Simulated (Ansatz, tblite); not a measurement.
# SiCl2: a ladder of methods and basis sets

One table from this session's results is given with a row withheld; the runs are named, their logs left out.

The runs use Ansatz 0.2.0, Gaussian basis; as each input shows.

The runs, in order: GFN1-xTB, GFN2-xTB, PBE-D4/def2-TZVP, r2SCAN-D4/def2-TZVP, revPBE-D4/def2-TZVP, ωB97X-V/def2-TZVP, B97M-V/def2-TZVP, BLYP-D4/def2-TZVP, LDA/def2-TZVP, B2PLYP/def2-TZVP, r2SCAN0-D4/def2-TZVP, PBE-D4/def2-SVP, PBE0-D4/def2-SVP, HF/STO-3G, CCSD(T)/def2-TZVPP, MP2/def2-TZVP, RPA/def2-TZVP.

## The relaxed structure

The geometry is that of the singlet, from an earlier relaxation (r2SCAN-D4/def2-TZVP).

3 atoms, charge 0, spin multiplicity 1.

Bond lengths: Si1–Cl2 2.083 Å, Si1–Cl3 2.083 Å. Angles: Cl2–Si1–Cl3 101.5°.

PBE0-D4/def2-TZVP was run before; its log isn't repeated, and its numbers join the tables.

Set-up of the first run:

Tight binding, by tblite at 300 K electronic temperature and without a spin-polarisation term:

```python
tblite.interface.Calculator('GFN1-xTB', numbers, positions, charge=0, uhf=0).singlepoint()
```

Tight binding, by tblite at 300 K electronic temperature and without a spin-polarisation term:

```python
tblite.interface.Calculator('GFN2-xTB', numbers, positions, charge=0, uhf=0).singlepoint()
```

start.molden holds the orbitals of an earlier run on this state, given as this run's starting guess.

The input, in.yaml:

```yaml
crystal:
  periodic: [false, false, false]
  atoms:
    - {symbol: Si, position_ang: [0.005134, -0.007027, -0.879118]}
    - {symbol: Cl, position_ang: [1.610146, -0.019305, 0.449164]}
    - {symbol: Cl, position_ang: [-1.615280, 0.026332, 0.429963]}
basis:
  gaussian: {orbitals: def2-TZVP, initial_orbitals: start.molden}
hamiltonian: {xc: pbe, dispersion: d4}
scf: {omitted_lower_state_checks: [starts]}
output: {orbitals: {seedname: orbitals}}
```

Run with:

```bash
ansatz run in.yaml --threads 4 --pin off --events-out ev --progress --plain --max-ram 3916MiB
```

Steps of the session up to this table: PBE-D4/def2-TZVP; r2SCAN-D4/def2-TZVP; revPBE-D4/def2-TZVP; ωB97X-V/def2-TZVP; B97M-V/def2-TZVP; BLYP-D4/def2-TZVP; LDA/def2-TZVP; B2PLYP/def2-TZVP; r2SCAN0-D4/def2-TZVP; PBE-D4/def2-SVP; PBE0-D4/def2-SVP; HF/STO-3G; CCSD(T)/def2-TZVPP; MP2/def2-TZVP; RPA/def2-TZVP.

One table of the session follows, with a row left open; its other results are not shown here.

It belongs to the step «Levels side by side». 

```
               level  HOMO (eV)  gap (eV)
           HF/STO-3G          ?         ?
       LDA/def2-TZVP      -6.77      2.95
     PBE-D4/def2-SVP      -6.50      2.99
    PBE-D4/def2-TZVP      -6.65      3.01
 revPBE-D4/def2-TZVP      -6.60      3.02
   BLYP-D4/def2-TZVP      -6.51      3.04
 r2SCAN-D4/def2-TZVP      -6.88      3.28
    B97M-V/def2-TZVP      -6.95      3.45
    PBE0-D4/def2-SVP      -7.66      4.86
   PBE0-D4/def2-TZVP      -7.76      4.87
r2SCAN0-D4/def2-TZVP      -7.89      5.04
   ωB97X-V/def2-TZVP      -9.97      9.19
```

Q: Estimate the row for HF/STO-3G from the others.

**Answer.** HOMO (eV): -8.39; gap (eV): 12.08. In the column «HOMO (eV)» it lies between ωB97X-V/def2-TZVP (-9.97) and r2SCAN0-D4/def2-TZVP (-7.89).
